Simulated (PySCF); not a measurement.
Li₂.
Cartesian coordinates in Å at the CAM-B3LYP/def2-TZVP level; atoms count from 1:
```xyz
2
Li2 angstrom
Li     1.3465   -0.0031   -0.0026
Li    -1.3438    0.0044   -0.0116
```

Theory: PySCF 2.14.0, CAM-B3LYP/def2-TZVP geometry optimisation, gas phase.

Take the most abundant isotopes and a rigid rotor. 

Problem. What are the moment of inertia and the rotational constant?

Solution. I = 25.391 u·Å², B = 505379 MHz·u·Å²/I = 19904 MHz (0.6639 cm⁻¹, or 0.955 K as hB/k). For two atoms I = μr² with μ = 3.5080 u and r = 2.6904 Å.

Problem. List the first levels of a rigid rotor in a Σ state.

Solution. E(J) = BJ(J+1): J = 1: 1.328, J = 2: 3.984, J = 3: 7.967, J = 4: 13.278, J = 5: 19.918, J = 6: 27.885 cm⁻¹.

Problem. Has it a pure rotational spectrum?

Solution. Not by electric dipole: D∞h allows no dipole (computed 0.00 D). Rotational Raman lines (ΔJ = 2) lie at B(4J + 6), spaced by 4B = 2.656 cm⁻¹, with nuclear-spin weights that differ between even and odd J.

No CAM-B3LYP/def2-TZVP frequencies stand behind this structure, so it isn't proved a minimum. Constants of a rigid frame at the computed geometry: no zero-point averaging, no centrifugal distortion.
